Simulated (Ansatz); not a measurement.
Relaxation of CH$_{8}$Si$_{2}$ (11 atoms, charge 0, multiplicity 1), to a largest force component of 0.02 eV/Å in at most 40 steps.

The calculation used RKS BHLYP-D4/def2-SVP (Ansatz 0.2.0).

```xyz
11
Properties=species:S:1:pos:R:3
Si 0.000 0.000 0.000
C 0.000 0.000 1.870
H -1.000 -0.309 2.240
H 0.768 -0.711 2.240
H 0.232 1.020 2.240
Si 2.094 0.000 -0.739
H 2.551 -1.376 -0.908
H 2.157 0.694 -2.022
H 2.951 0.682 0.226
H -0.688 1.191 -0.486
H -0.688 -1.191 -0.486
```

Q: Where does it end, and by what steps?

A: It converged. The force dipped under the threshold on the way, but the program's further checks kept it going. After 10 steps the energy has fallen by 0.221 eV; H9 moved furthest, 0.63 Å.

```
step  energy less start (eV)  largest force component (eV/Å)  accepted
   0                  0.0000                           1.046       yes
   1                 -0.1818                           0.281       yes
   2                 -0.1959                           0.127       yes
   3                 -0.1997                           0.032       yes
   4                 -0.2088                           0.013       yes
   5                 -0.2103                           0.271       yes
   6                 -0.2160                           0.114       yes
   7                 -0.2187                           0.007       yes
   8                 -0.2193                           0.132       yes
   9                 -0.2204                           0.025       yes
  10                 -0.2207                           0.001       yes
```

```xyz
11
Properties=species:S:1:pos:R:3
Si -0.037 0.069 0.036
C -0.048 -0.126 1.908
H -1.071 -0.124 2.293
H 0.425 -1.066 2.203
H 0.496 0.693 2.386
Si 2.158 0.064 -0.793
H 2.830 -1.218 -0.460
H 2.174 0.234 -2.267
H 2.940 1.168 -0.182
H -0.694 1.344 -0.350
H -0.794 -1.039 -0.600
```

Whether the end is a true minimum wasn't checked by a vibrational analysis.

Run time: 18 s on 2 threads of Arm Neoverse V2, with other jobs on the host, peak memory 0.17 GiB.
